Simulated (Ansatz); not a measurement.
Geometry optimisation, Ansatz 0.2.0, RKS PBE-D4/def2-SVP.

The input (input.yaml):

```yaml
crystal:
  periodic: [false, false, false]
  atoms:
    - { symbol: C, position_ang: [-0.78505, 1.05591, -0.4718] }
    - { symbol: S, position_ang: [0.18464, 0.63595, 1.03972] }
    - { symbol: Si, position_ang: [0.97709, -1.2527, 0.64933] }
    - { symbol: H, position_ang: [-1.59906, 0.35322, -0.60638] }
    - { symbol: H, position_ang: [-0.13935, 1.09311, -1.34111] }
    - { symbol: H, position_ang: [-1.18523, 2.04503, -0.27128] }
    - { symbol: H, position_ang: [0.29878, -2.48494, 1.02672] }
    - { symbol: H, position_ang: [2.25741, -1.44288, -0.01951] }
total_charge: 1
basis:
  gaussian: { orbitals: def2-SVP }
hamiltonian:
  xc: pbe
  dispersion: d4
relax:
  f_tol: 0.015
  max_steps: 40
output:
  orbitals: {}
```

Run as:

```bash
$ ansatz run input.yaml --threads 1 --pin off --max-ram 2048MiB --backend cpu --events-out ev --progress --plain --runs-dir out
```

Task: Where does it end, and by what steps?

Result: The forces met the threshold. The force dipped under the threshold on the way, but the program's further checks kept it going. Limits of this set-up: the dipole of an ion depends on the origin. After 17 steps the energy has fallen by 0.967 eV; S2 moved furthest, 1.16 Å.

```
step  energy less start (eV)  largest force component (eV/Å)  accepted
   0                  0.0000                           0.866       yes
   1                 -0.0730                           0.337       yes
   2                 -0.1207                           0.296       yes
   3                 -0.2258                           0.889       yes
   4                 -0.3940                           1.014       yes
   5                 -0.6502                           0.699       yes
   6                 -0.7872                           0.740       yes
   7                 -0.8983                           0.676       yes
   8                 -0.9193                           0.777       yes
   9                 -0.9598                           0.136       yes
  10                 -0.9632                           0.054       yes
  11                 -0.9658                           0.028       yes
  12                 -0.9662                           0.116       yes
  13                 -0.9668                           0.048       yes
  14                 -0.9672                           0.004       yes
  15                 -0.9673                           0.021       yes
  16                 -0.9673                           0.026       yes
  17                 -0.9673                           0.010       yes
```

```xyz
8
Properties=species:S:1:pos:R:3
C -0.735 1.048 -0.518
S -0.727 -0.075 0.944
Si 0.888 -1.305 0.685
H -1.716 0.905 -1.010
H 0.091 0.841 -1.222
H -0.658 2.077 -0.116
H 1.108 -2.306 1.764
H 1.758 -1.181 -0.521
```

Run time: 39 s on 1 thread of Arm Neoverse V1, with other jobs on the host, peak memory 0.14 GiB.
